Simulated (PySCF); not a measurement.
SiH under electron impact: the energy ladder

r²SCAN in PySCF with def2-TZVPPD on every atom, for the lowest determinant that a PBE0 search found; no spin–orbit coupling.

| species | state (unpaired electrons) | Re (Å) | ωe (cm⁻¹) | energy of the minimum from the neutral (eV) | De (eV) | dissociates to |
| --- | --- | --- | --- | --- | --- | --- |
| SiH | doublet (π ↑) | 1.529 | 2019 | 0.00 | 3.13 | Si + H |
| SiH⁺ | singlet (closed shell) | 1.517 | 2115 | 8.20 | 3.26 | Si⁺ + H |
| SiH⁻ | triplet (π ↑↑) | 1.555 | 1841 | -1.32 | 3.12 | Si⁻ + H |

Work out the lowest energy to break SiH into atoms, from its vibrational ground state.

D0 = De − ωe/2 = 3.13 − 0.13 = 3.00 eV (r²SCAN/def2-TZVPPD).

Work out the ionisation energy of the Si atom at this level and the threshold of dissociative ionisation.

IE(Si) = 8.20 + 3.26 − 3.13 = 8.33 eV, so Si⁺ + H + e⁻ appears at D0 + IE(Si) = 11.33 eV (r²SCAN/def2-TZVPPD). The measured IE(Si) is 8.152 eV (NIST ASD).

Work out the electron affinity of the Si atom and the threshold of dissociative attachment.

EA(Si) = 3.13 − 3.12 − (-1.32) = 1.33 eV, so Si⁻ + H needs D0 − EA(Si) = 1.67 eV (r²SCAN/def2-TZVPPD). The measured EA(Si) is 1.39 eV.

These are thermodynamic thresholds; the onsets seen under electron impact lie higher where the geometry changes, and cross-sections peak well above them.

For an ion De counts to the pair picked by the measured ionisation energies or electron affinities, which need not be the lowest pair at this level. The highest Kohn–Sham level is positive in this anion. Much of that is self-interaction error, but it also means that the finite basis helps to hold the extra electron. States were picked by a PBE0 search and need not be the measured ground states.
